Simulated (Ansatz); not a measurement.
Results of LDA in Ansatz (PAW) for chalcopyrite CuGaSe2.

Settings: plane-wave cutoff 520 eV, 8×8×8 k mesh, Fermi–Dirac smearing 0.01 eV, no spin polarisation, scalar-relativistic PAW data made under PBE.

Cell (measured lattice):

```
CuGaSe2
1.0
    2.80955    -2.80955     5.51300
   -2.80955     2.80955     5.51300
   -2.80955    -2.80955    -5.51300
Ga Cu Se
2 2 4
Direct
  0.50000   0.50000   0.00000
  0.25000   0.75000   0.50000
  0.00000   0.00000   0.00000
  0.75000   0.25000   0.50000
  0.87500   0.87438   0.49938
  0.12562   0.62500   0.00062
  0.37500   0.37562   0.50062
  0.62438   0.12500   0.99938
```

Give the computed band gap.


band gap: 0.08 eV (direct)

Measured, for comparison: band gap 1.67 eV (temperature not stated, no zero-point or thermal correction, direct or pseudo-direct at Γ; as tabulated in Ghosh et al. (2024), arXiv:2401.16805).

Note: cell and atoms aren't relaxed at this level (largest force component 0.45 eV/Å, pressure -3.0 GPa).

Spin–orbit coupling is not included; it can close the smallest gap of 0.08 eV.

Static lattice: no zero-point or thermal effects.

Ansatz is an electronic-structure program.
